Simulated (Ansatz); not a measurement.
Species: C$_{4}$H$_{5}$, charge 0, multiplicity 2. It need not be the lowest isomer of its formula. SMILES: C([C]=C)=C
Geometry from a B3LYP-D3(BJ)/def2-TZVP (Ansatz, a quantum-chemistry and plane-wave program) optimisation:
```xyz
9

C      0.8696     1.6652    -0.1227
C      0.1066     0.6301     0.0387
C     -0.6871    -0.4439     0.2069
C     -0.3428    -1.7568    -0.0904
H      1.5364     2.0155     0.6625
H      0.8806     2.2317    -1.0515
H     -1.6792    -0.2534     0.6105
H      0.6296    -2.0016    -0.4934
H     -1.0451    -2.5599     0.0769
```
Charge 0, spin multiplicity 2.

Q: Give the harmonic wavenumbers at B3LYP-D3(BJ)/def2-TZVP (Ansatz, finite differences of forces, unscaled).

A: 206, 214, 495, 527, 575, 751, 889, 912, 937, 984, 1094, 1200, 1382, 1455, 1499, 1908, 3076, 3119, 3134, 3160, 3259 cm⁻¹. Zero-point energy 44.0 kcal/mol.

Q: From these and the geometry, give the ideal-gas thermochemistry at 298.15 K and 1 atm (rigid rotor, harmonic oscillator).

A: Point group Cs, rotational symmetry number 1. Rotational constants 42.19, 4.438, 4.129 GHz. S(trans) 37.83, S(rot) 23.55, S(vib) 6.76, S(elec, spin only) 1.38, S 69.5 cal/(mol K). H(298) - H(0) 3.66 kcal/mol; G - E(el) 26.9 kcal/mol.
